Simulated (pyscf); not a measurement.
## Concerted two-bond exchange: `[SiH4]` + `[CH2]=[CH2]` → `[SiH2]` [singlet] + `[CH3][CH3]`

Gas phase, singlet surface, charge 0. Bonds broken: Si1–H2, Si1–H3. Bonds formed: H2–C6, H3–C7. Single points on ωB97X-D3(BJ)/def2-SVP structures (PySCF, gas phase). MP2 and CC: frozen core, UHF for open shells. ΔMP2 is the change of the MP2 total energy from the triple- to the quadruple-zeta basis.

Transition state (Å):

```xyz
11

Si    -1.9726    -0.8551     0.6764
H     -1.5985     0.8340     0.1238
H     -0.5640    -0.4684     1.3546
H     -1.4827    -1.4652    -0.6179
H     -2.8769    -1.9699     1.1889
C     -0.3838     1.3478    -0.1127
C      0.4980     0.5156     0.6177
H     -0.3441     1.2951    -1.2069
H     -0.5661     2.3562     0.2786
H      1.1060    -0.2344     0.1031
H      0.8769     0.8377     1.5926
```

One imaginary mode, 1494i cm⁻¹; descent along it reached the two sides named, in the forms told below.

```csv
bond,change,reactant side (Å),saddle,product side
Si1–H2,breaks,1.490,1.816,3.5
Si1–H3,breaks,1.490,1.610,2.050
H2–C6,forms,3.2,1.340,1.101
H3–C7,forms,3.2,1.625,1.123
```

Electronic energies relative to the separated reactants (kJ/mol):

| level | barrier | reaction energy | reverse barrier |
|---|---|---|---|
| ωB97X-D3(BJ)/def2-TZVP | 249.9 | +92.7 | 157.1 |
| PBE/def2-TZVP | 186.2 | +85.8 | 100.4 |
| r²SCAN/def2-TZVP | 205.7 | +99.9 | 105.8 |
| B3LYP-D3(BJ)/def2-TZVP | 226.8 | +91.6 | 135.2 |
| PBE0-D3(BJ)/def2-TZVP | 206.7 | +83.6 | 123.1 |
| M06-2X/def2-TZVP | 240.5 | +81.6 | 158.8 |
| ωB97M-D3(BJ)/def2-TZVP | 245.4 | +81.7 | 163.7 |
| HF/def2-TZVP | 367.9 | +96.6 | 271.3 |
| MP2/def2-QZVPP | 230.5 | +96.6 | 133.9 |
| CCSD/def2-TZVPP | 266.6 | +82.6 | 184.1 |
| CCSD(T)/def2-TZVPP | 245.1 | +86.9 | 158.3 |
| CCSD(T)/def2-TZVPP + ΔMP2(QZVPP) | 244.2 | +89.3 | 154.9 |

With CCSD(T)/def2-TZVPP + ΔMP2(QZVPP) energies and thermal terms (ideal gas, 1 atm, RRHO with modes under 100 cm⁻¹ raised to 100, one conformer, R ln 2 for chiral ones without a mode under 150 cm⁻¹), in kJ/mol:

```
T (K)    ΔH‡    ΔG‡      ΔH     ΔG
-----  -----  -----  ------  -----
298    237.3  274.7  +100.9  +97.5
600    239.6  311.9   +99.9  +94.3
900    243.3  347.2   +98.4  +91.7
1200   247.1  381.3   +97.0  +89.7
```

On the product side the descent ends in a complex, 23.4 kJ/mol under the separated species and 180.5 kJ/mol under the saddle at ωB97X-D3(BJ)/def2-TZVP. The same reactants have a lower exit, to H₃C–CH₂–SiH₃ (barrier +206.5 kJ/mol at ωB97M-D3(BJ)/def2-TZVP, against +245.4 kJ/mol here). This is the saddle that the search found; another between the same sides may lie lower. The CCSD(T) − MP2 part came from Ansatz, without density fitting, on the same reference.
